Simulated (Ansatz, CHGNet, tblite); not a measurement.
## Elastic constant C12 of diamond: levels of theory against measurement

Reference value: 125 GPa (measured, low temperature, zero-point motion not removed; as tabulated in Tanner et al. (2021), arXiv:2110.11888).

**Question.** Put these levels in order of the elastic constant C12 that they give for diamond, smallest first: CHGNet-r²SCAN, GFN1-xTB (tblite), Hartree–Fock (Ansatz, a program for electronic structure), PBE-D3(BJ) (Ansatz).

**Answer.** Hartree–Fock (110 GPa), PBE-D3(BJ) (129 GPa), GFN1-xTB (262 GPa), CHGNet-r²SCAN (331 GPa)

Unless a cell is named, each level is at its own relaxed cell (GFN1-xTB 5.57, CHGNet-r²SCAN 5.64, PBE-D3(BJ) 5.63, Hartree–Fock 5.60 Å³/atom).

Differences against the reference: GFN1-xTB +110 %, CHGNet-r²SCAN +165 %, PBE-D3(BJ) +3.2 %, Hartree–Fock -12.0 %.

The measured value isn't corrected to a static lattice, so vibrations enter the comparison.  PBE-D3(BJ): the dispersion coefficients are held fixed in the derivatives. GFN1-xTB: the method was fitted mainly to molecules. GFN1-xTB: the run uses a supercell at the zone centre in place of a k mesh. Each level is taken at its own relaxed cell. K meshes differ between the levels. Ansatz's density-functional and Hartree–Fock values are scalar-relativistic unless marked +SOC, with PAW data made under PBE.

Machine-learned potentials (CHGNet-r²SCAN) are trained on DFT data: a solid inside that data is no test of them.

Differences are worked out from the printed values.
